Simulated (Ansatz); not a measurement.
Geometry optimisation, Ansatz 0.2.0, RKS CAM-B3LYP-D4/cc-pVDZ.

input.yaml

```yaml
crystal:
  periodic: [false, false, false]
  atoms:
    - { symbol: Si, position_ang: [-0.6693, 1.0143, -0.8929] }
    - { symbol: S, position_ang: [1.2919, 0.4063, -0.6349] }
    - { symbol: Si, position_ang: [1.93056, 2.344, -0.03039] }
    - { symbol: H, position_ang: [-1.4776, -0.0675, -1.368] }
    - { symbol: H, position_ang: [-0.7376, 2.1216, -1.9493] }
    - { symbol: H, position_ang: [-1.2449, 1.6125, 0.3722] }
    - { symbol: H, position_ang: [3.44075, 2.25833, 0.24776] }
    - { symbol: H, position_ang: [1.26328, 2.72893, 1.16962] }
    - { symbol: H, position_ang: [1.74666, 3.33343, -1.16968] }
basis:
  gaussian: { orbitals: cc-pVDZ }
hamiltonian:
  xc: cam_b3lyp
  dispersion: d4
relax:
  f_tol: 0.015
  max_steps: 40
output:
  orbitals: {}
```

Run as:

```bash
$ ansatz run input.yaml --threads 2 --pin off --max-ram 3072MiB --backend cpu --events-out ev --progress --plain --runs-dir out
```

Problem. Where does it end, and by what steps?

Solution. It converged. After 5 steps the energy has fallen by 0.267 eV; H8 moved furthest, 0.20 Å.

```json
{"step": "0", "energy less start (eV)": "0.0000", "largest force component (eV/Å)": "2.088", "accepted": "yes"}
{"step": "1", "energy less start (eV)": "-0.2339", "largest force component (eV/Å)": "0.668", "accepted": "yes"}
{"step": "2", "energy less start (eV)": "-0.2632", "largest force component (eV/Å)": "0.240", "accepted": "yes"}
{"step": "3", "energy less start (eV)": "-0.2660", "largest force component (eV/Å)": "0.095", "accepted": "yes"}
{"step": "4", "energy less start (eV)": "-0.2665", "largest force component (eV/Å)": "0.023", "accepted": "yes"}
{"step": "5", "energy less start (eV)": "-0.2666", "largest force component (eV/Å)": "0.012", "accepted": "yes"}
```

```xyz
9
Properties=species:S:1:pos:R:3
Si -0.794 1.026 -0.945
S 1.274 0.480 -0.629
Si 2.068 2.393 -0.010
H -1.485 -0.218 -1.380
H -0.907 2.075 -2.000
H -1.402 1.542 0.315
H 3.518 2.173 0.243
H 1.393 2.868 1.232
H 1.880 3.414 -1.081
```

The run took 15 s on 2 threads of Arm Neoverse V1, with other jobs on the host, peak memory 0.21 GiB.
